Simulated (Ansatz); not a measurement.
# SiH3Cl (SiClH3): methods side by side

The species is SiH3Cl (5 atoms), meant as a singlet with charge 0. SMILES: `[H][Si]([H])([H])Cl`. The shape is that of a GFN2-xTB optimisation.

```xyz
5

Si    0.0003    0.0019   -0.1294
Cl    0.0107   -0.0208    1.8806
H     1.3823    0.0112   -0.5949
H    -0.7007    1.2037   -0.5665
H    -0.6925   -1.1960   -0.5898
```

Each level gives the energy change with the Si1–Cl2 bond stretched from 2.010 to 3.015 Å (eV). The values are calculated.

```json
{"level": "HF/STO-3G (restricted)", "kind": "Hartree–Fock", "program": "Ansatz", "value (eV)": "3.91", "less FCI/STO-3G": "+0.81"}
{"level": "SVWN5/STO-3G (restricted)", "kind": "LDA", "program": "Ansatz", "value (eV)": "3.10", "less FCI/STO-3G": "0.00"}
{"level": "revPBE/STO-3G (restricted)", "kind": "GGA", "program": "Ansatz", "value (eV)": "2.72", "less FCI/STO-3G": "-0.38"}
{"level": "r2SCAN0/STO-3G (restricted)", "kind": "hybrid meta-GGA", "program": "Ansatz", "value (eV)": "3.35", "less FCI/STO-3G": "+0.25"}
{"level": "wB97X/STO-3G (restricted)", "kind": "range-separated hybrid", "program": "Ansatz", "value (eV)": "3.51", "less FCI/STO-3G": "+0.41"}
{"level": "B2PLYP/STO-3G (restricted)", "kind": "double hybrid", "program": "Ansatz", "value (eV)": "3.20", "less FCI/STO-3G": "+0.10"}
{"level": "MP2/STO-3G (restricted)", "kind": "perturbation theory", "program": "Ansatz", "value (eV)": "3.50", "less FCI/STO-3G": "+0.40"}
{"level": "CCSD(T)/STO-3G (restricted)", "kind": "coupled cluster or CI", "program": "Ansatz", "value (eV)": "3.10", "less FCI/STO-3G": "0.00"}
{"level": "CCSDT(Q)/STO-3G (restricted)", "kind": "coupled cluster or CI", "program": "Ansatz", "value (eV)": "3.10", "less FCI/STO-3G": "0.00"}
{"level": "FCI/STO-3G", "kind": "exact in the basis", "program": "Ansatz", "value (eV)": "3.10", "less FCI/STO-3G": "0.00"}
```

FCI/STO-3G is exact within its basis and frozen core, so for wave-function methods in that basis the difference is their error; functionals converge differently with the basis, so for them it is only a difference. Spin-restricted single references rise too steeply as a bond breaks, Hartree–Fock most of all. The first shape isn't each level's own minimum. The values span 2.72 to 3.91 eV. All rows use very small basis sets, so even the best lies far from the true value.
